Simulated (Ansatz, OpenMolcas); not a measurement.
# C2F4 (tetrafluoroethylene): from total energies to a heat of formation

C2F4: 6 atoms, total charge 0, spin state singlet. SMILES: `FC(F)=C(F)F`. The coordinates come from a PBE0-D4/def2-TZVP relaxation.

```xyz
6

F     1.1692   -1.1345   -0.7080
C     0.2025   -0.6402    0.0257
F    -0.3375   -1.5206    0.8323
C    -0.1884    0.6188   -0.0411
F     0.3515    1.4993   -0.8476
F    -1.1552    1.1131    0.6926
```

Total energies at B3LYP/6-31G* (spherical functions) (OpenMolcas 26.06); the atoms run unrestricted:

```tsv
species	state	energy (Eh)
C2F4	singlet	-475.493893
F	doublet	-99.714578
C	triplet	-37.844694
```

Harmonic wavenumbers at PBE0-D4/def2-TZVP, in cm⁻¹: 203, 211, 403, 429, 561, 563, 570, 814, 1217, 1372, 1374, 1942.

Measured heats of formation of the gaseous atoms at 298.15 K, in kJ/mol: F 79.4, C 716.9. Spin-orbit lowering of the atoms at 298 K (mean of the ground term's levels less their thermal mean, from spectra), in kJ/mol: F 1.29, C 0.02. Take 1 Eh = 2625.50 kJ/mol, 1 cm⁻¹ = 0.0119627 kJ/mol, RT = 2.479 kJ/mol.

Task: Work out the heat of formation of the gas at 298 K.

Result: 
1. Electronic atomisation energy: 4 × (-99.714578) + 2 × (-37.844694) − (-475.493893) = 0.946193 Eh = 2484.2 kJ/mol.
2. Zero-point energy: half the sum of the wavenumbers, 4829.5 cm⁻¹ = 57.8 kJ/mol.
3. Thermal vibrational enthalpy, Σ hcν̃/(exp(hcν̃/kT) − 1): 6.1 kJ/mol. Translation, rotation and pV of a non-linear molecule: 4 RT = 9.9 kJ/mol.
4. The 6 free atoms carry 5/2 RT each: 37.2 kJ/mol.
5. Spin-orbit coupling lowers the free atoms by 4 × 1.29 + 2 × 0.02 = 5.2 kJ/mol.
6. Atomisation enthalpy at 298 K: 2484.2 − 5.2 − 57.8 − 6.1 − 9.9 + 37.2 = 2442.4 kJ/mol.
7. Sum of the atoms' heats of formation: 1751.4 kJ/mol. Heat of formation: 1751.4 − 2442.4 = -691.0 kJ/mol.

No measured value is set beside it here. Anharmonicity and any spin-orbit splitting of the molecule are left out.
